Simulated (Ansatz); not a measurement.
# C3H8S (SMILES CCSC): methods side by side

The species is C3H8S (12 atoms), meant as a singlet with charge 0. SMILES: `CCSC`. The shape is that of a PBE0-D4/def2-TZVP optimisation. This is one conformer, not always the lowest.

Quantity: the atomisation enthalpy at 298 K, in kJ/mol. The values are calculated. The thermal term (zero-point and 298 K enthalpy, harmonic and unscaled) is that of B3LYP/6-31G*; the spin-orbit lowering of the free atoms at 298 K, 1.9 kJ/mol by their spectra, is taken off.

**What was measured.** CRC Handbook of Chemistry and Physics gives the atomisation enthalpy at 298 K of the gas as 4231 kJ/mol.

| level | kind | program | value (kJ/mol) | computed − measured | CPU time (all runs) |
| --- | --- | --- | --- | --- | --- |
| r2SCAN/6-31G* (spherical functions) | meta-GGA | Ansatz | 4223 | -8 | 14 s |
| B3LYP/6-31G* (spherical functions) | global hybrid | Ansatz | 4199 | -32 | 7.1 s |
| BHLYP/6-31G* (spherical functions) | global hybrid | Ansatz | 4105 | -126 | 7.9 s |
| PBE0/6-31G* (spherical functions) | global hybrid | Ansatz | 4238 | +7 | 7 s |
| HSE06/6-31G* (spherical functions) | range-separated hybrid | Ansatz | 4242 | +11 | 8.2 s |
| RPA@PBE/6-31G* (spherical functions) | RPA | Ansatz | 3752 | -479 | 11 s |
| RPA@PBE0/6-31G* (spherical functions) | RPA | Ansatz | 3794 | -437 | 11 s |
| MP2/6-31G* (spherical functions) | perturbation theory | Ansatz | 3847 | -384 | 2.2 s |

Nearest: PBE0/6-31G* (spherical functions) (+7 kJ/mol); farthest: RPA@PBE/6-31G* (spherical functions) (-479 kJ/mol). Computed less measured by kind, in kJ/mol (of the ab initio rows, those in 6-31G*): meta-GGA -8; global hybrid -126 to +7; range-separated hybrid +11; RPA -479 to -437; perturbation theory -384. In a finite basis correlated wave-function methods underbind, so their errors here aren't those of the basis-set limit. In so small a basis fixed costs decide the times, and correlated methods can beat functionals. CPU times are rough (shared hosts, several kinds of processor and program).
